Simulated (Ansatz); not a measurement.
`CC#CC(F)F`, relaxed with RKS PBE0-D4/def2-TZVP in Ansatz from a PBE-D4/def2-SVP geometry. The force threshold is 0.005 eV/Å; the program also tests the step.

The species carries charge 0 and has multiplicity 1.

Start:

```xyz
10

C    -0.925   -1.870    0.102
C    -0.275   -0.573    0.008
C     0.262    0.525   -0.044
C     0.944    1.817   -0.133
F     0.105    2.778   -0.637
F     1.359    2.232    1.106
H    -0.512   -2.585   -0.639
H    -2.016   -1.783   -0.080
H    -0.785   -2.310    1.111
H     1.842    1.770   -0.794
```

(1) By how much does the energy fall, and how many steps does the optimiser take? (Best estimate.)

(2) Which bonds change most? (Best estimate.)

(3) Give the relaxed structure. (Estimate.)

Results:

(1) Ansatz gave: 6.01 kJ/mol, in 5 steps.

(2) Computed: C2–C3 from 1.223 to 1.200 Å; C4–H10 from 1.116 to 1.095 Å; C1–H9 from 1.110 to 1.092 Å; C1–H7 from 1.110 to 1.092 Å.

(3) Computed: 
```xyz
10

C    -0.918   -1.855    0.102
C    -0.269   -0.565    0.022
C     0.259    0.512   -0.033
C     0.937    1.794   -0.135
F     0.102    2.745   -0.628
F     1.352    2.218    1.087
H    -0.500   -2.548   -0.633
H    -1.989   -1.760   -0.089
H    -0.786   -2.291    1.095
H     1.814    1.749   -0.788
```
